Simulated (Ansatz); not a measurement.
## Structure relaxation of ZnCo₂

Level of theory: DFT r2SCAN, scalar-relativistic, plane waves, PAW (Ansatz). Cutoff 500 eV, Γ-centred k mesh, Gaussian smearing, collinear spin, first started from parallel moments.

This is the end of a relaxation of cell and atoms.

```
Zn Co
1.0
     0.00000    2.74312    2.74312
     2.74312    0.00000    2.74312
     2.74312    2.74312    0.00000
Zn Co
1 2
Direct
  0.00000 0.00000 0.00000
  0.25000 0.25000 0.25000
  0.75000 0.75000 0.75000
```

The zero of energy is the elements' standard structures at the same level; no fitted shifts are applied.

**Question.** What space group does it have?

**Answer.** Fm-3m (No. 225). Conventional cell: a = 5.486 Å. Around Zn lie 8 Co at 2.38 Å; Co is coordinated by 4 Zn at 2.38 Å and 6 Co at 2.74 Å.

**Question.** How far does it lie from the elements in energy?

**Answer.** 0.71 eV/atom.

**Question.** Is it a metal?

**Answer.** Yes, bands cross the Fermi level on the 14×14×14 mesh.

**Question.** What net moment does it keep?

**Answer.** 1.08 μB per atom, with site moments up to 1.75 μB.

The final run used a 14×14×14 mesh on its 3-atom cell and 0.10 eV smearing. The k mesh leaves about 4 meV/atom of noise in metals. The magnetic state reached may not be the lowest. The cell came from a trial start, so ZnCo₂ may not exist in this structure.

Cost: 3 runs of about 3.8 core-minutes in all, on Arm Neoverse V2 (shared hosts).